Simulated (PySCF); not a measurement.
# Aluminium: a sound run and one with changed settings

Sound run: Al [Ne] 3s2 3p1, Al⁺ [Ne] 3s2. Calculation: PySCF 2.14, in cc-pVDZ-DK; scalar relativity by spin-free X2C-1e. The sound run starts from symmetry-adapted Hartree-Fock orbitals and uses a fine grid where one is needed.

Changed run: 14 angular points. This setting is unsound on purpose.

```json
{"species": "Al", "method": "UHF", "sound run (hartree)": "-242.30843", "changed run (hartree)": "-242.30843", "converged": "yes"}
{"species": "Al", "method": "M06-2X", "sound run (hartree)": "-242.78292", "changed run (hartree)": "-242.78408", "converged": "yes"}
{"species": "Al", "method": "B3LYP", "sound run (hartree)": "-242.82273", "changed run (hartree)": "-242.82260", "converged": "yes"}
{"species": "Al⁺", "method": "UHF", "sound run (hartree)": "-242.10361", "changed run (hartree)": "-242.10361", "converged": "yes"}
{"species": "Al⁺", "method": "M06-2X", "sound run (hartree)": "-242.57207", "changed run (hartree)": "-242.57207", "converged": "yes"}
{"species": "Al⁺", "method": "B3LYP", "sound run (hartree)": "-242.60165", "changed run (hartree)": "-242.60165", "converged": "yes"}
```

Ionisation energy of Al:

```tsv
method	sound run (eV)	changed run (eV)
UHF	5.574	5.574
M06-2X	5.737	5.769
B3LYP	6.016	6.012
```

A coarse angular grid integrates products of high-l functions wrongly, so density functionals can shift, and the SCF can exploit the error; Hartree-Fock and MP2 need no grid.

For comparison, NIST gives 5.986 eV between the lowest levels.
